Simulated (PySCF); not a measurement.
C4H9NO.
Bonds: C1–C2, C2–C3, C3–C4, C4–N5, C4–O6 (double). Hydrogens: H7, H8, H9 on C1; H10, H11 on C2; H12, H13 on C3; H14, H15 on N5.

The geometry is computed with GFN2-xTB (gas phase).

Give the optimised bond lengths and angles.

```json
{"bond": "C1–C2", "length (Å)": "1.523"}
{"bond": "C2–C3", "length (Å)": "1.526"}
{"bond": "C3–C4", "length (Å)": "1.519"}
{"bond": "C4–N5", "length (Å)": "1.358"}
{"bond": "C4=O6", "length (Å)": "1.208"}
{"bond": "C1–H7, C1–H8, C1–H9", "length (Å)": "1.088"}
{"bond": "C2–H10, C2–H11", "length (Å)": "1.091"}
{"bond": "C3–H12, C3–H13", "length (Å)": "1.093"}
{"bond": "N5–H14", "length (Å)": "1.004"}
{"bond": "N5–H15", "length (Å)": "1.006"}
```

Bonds in one row agree within 0.01 Å and their mean is given. A selection of angles:
```json
{"angle": "C2–C1–H7", "degrees": "110.6"}
{"angle": "C2–C1–H8", "degrees": "110.5"}
{"angle": "H7–C1–H8", "degrees": "108.3"}
{"angle": "C1–C2–C3", "degrees": "111.6"}
{"angle": "C1–C2–H10", "degrees": "110.1"}
{"angle": "C3–C2–H10", "degrees": "108.9"}
{"angle": "H10–C2–H11", "degrees": "107.2"}
{"angle": "C2–C3–C4", "degrees": "111.8"}
{"angle": "C2–C3–H12", "degrees": "110.1"}
{"angle": "C4–C3–H12", "degrees": "108.4"}
{"angle": "H12–C3–H13", "degrees": "107.8"}
{"angle": "C3–C4–N5", "degrees": "113.5"}
{"angle": "C3–C4–O6", "degrees": "124.6"}
{"angle": "N5–C4–O6", "degrees": "122.0"}
{"angle": "C4–N5–H14", "degrees": "122.4"}
{"angle": "C4–N5–H15", "degrees": "118.9"}
{"angle": "H14–N5–H15", "degrees": "118.7"}
```

Dihedral angles: C1–C2–C3–C4 180° (antiperiplanar); C2–C3–C4–N5 180° (antiperiplanar).

N5 (amide nitrogen) is planar (angles 122.4°, 118.9° and 118.7°, sum 360.0°, 0.00 Å off the plane of its three neighbours). Of the pairs four or more bonds apart, O6···H11 is among the closest relative to their van der Waals radii: 2.73 Å, 100 % of the sum of Bondi's values. The 6 heavy atoms lie in one plane (0.001 Å rms).

Point group: Cs (every atom within 0.08 Å of its image). No frequency check. The numbers are those of one conformer (C1–C2–C3–C4 180°, C2–C3–C4–N5 180°, C3–C4–N5–H 0° and 180°).
